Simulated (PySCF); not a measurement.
Gas-phase reaction: SiH + SiHCl ⇌ SiCl + SiH₂

Computed with PySCF and rigid-rotor harmonic-oscillator thermochemistry at 1 bar. † marks an energy on the PBE0/def2-TZVP geometry and frequencies; other levels use their own. MP2 freezes the core. 6-31G* has spherical d functions here. Open shells (unrestricted): SiH (multiplicity 2), SiCl (multiplicity 2); the rest are closed-shell singlets. Spin-orbit splitting is ignored; it lowers the true energy and changes the entropy of SiH, SiCl. B3LYP is the form with VWN-RPA correlation. SiHCl: computed as isolated molecules; such fragments, hydroxides, amides, oligomers or adducts are transient or little studied in the gas. MP2 isn't extrapolated to the basis-set limit.

```
level               ΔH°(298 K), kJ
------------------  --------------
B3LYP/def2-TZVP†               -14
BLYP/def2-TZVP†                -15
HF/6-31G*                       -9
HF/def2-TZVP†                   -8
MP2/def2-TZVPP†                ___
PBE/def2-SVP                   ___
PBE/def2-TZVP†                 -15
PBE0/def2-TZVP                 ___
ωB97M-V/def2-TZVP†             ___
ωB97X-V/def2-TZVP†             -14
```

**Question.** What belongs in the gaps?

**Answer.** 
- MP2/def2-TZVPP†, ΔH°(298 K), kJ: -12
- PBE/def2-SVP, ΔH°(298 K), kJ: -15
- PBE0/def2-TZVP, ΔH°(298 K), kJ: -14
- ωB97M-V/def2-TZVP†, ΔH°(298 K), kJ: -13
